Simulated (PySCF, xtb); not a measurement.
H2OSi: which of two isomers lies lower

Structure X is `O=[SiH2]`, a singlet and structure Y is `O[SiH]`, a singlet. Both are isolated molecules in the gas phase, relaxed with PBE0-D4/def2-TZVP; each stands in its lowest conformer found.

**Question.** Which of the two would you expect CCSD(T)/def2-TZVPP electronic energies to favour?

**Answer.** Structure Y; the calculation gives E(Y) − E(X) = −1.72 kcal/mol.

The same difference at several levels:

| level | geometry | E(Y) − E(X) (kcal/mol) | departure from the last row (kcal/mol) | job, with rough time for the two |
| --- | --- | --- | --- | --- |
| GFN2-xTB | GFN2-xTB | +46.13 | +47.84 | optimisation, 0.068 s |
| HF/STO-3G | GFN2-xTB | −27.41 | −25.69 | single point, 1.4 s |
| r2SCAN-D4/def2-SVP | GFN2-xTB | −0.80 | +0.91 | single point, 3.7 s |
| PBE0-D4/def2-TZVP | PBE0-D4/def2-TZVP | −1.51 | +0.21 | optimisation, 23 s |
| HF/def2-TZVPP | PBE0-D4/def2-TZVP | −5.29 | −3.57 | part of the CCSD(T) run |
| MP2/def2-TZVPP | PBE0-D4/def2-TZVP | +2.75 | +4.47 | part of the CCSD(T) run |
| CCSD(T)/def2-TZVPP | PBE0-D4/def2-TZVP | −1.72 |  | single point, 25 s |

As drawn, Y has 1 O–Si, 1 O–H in place of 1 O=Si, 1 Si–H.

GFN2-xTB, MP2/def2-TZVPP put the two in the other order. The largest departure from CCSD(T)/def2-TZVPP is that of GFN2-xTB, 47.84 kcal/mol.

With thermal terms from frequencies at re-optimised GFN2-xTB minima (ideal gas, soft modes damped towards free rotors, one conformer each, 298.15 K, 1 atm): the zero-point term adds +0.65 kcal/mol; ΔH is −0.98 and ΔG −1.56 kcal/mol.

The T1 diagnostic of structure X is large, so the coupled-cluster value is less sure. The correlated steps freeze 6 core orbitals. Codes used: PySCF 2.14.0, xtb 6.7.1; the last row on 2 threads of Arm Neoverse V1 on a shared host.
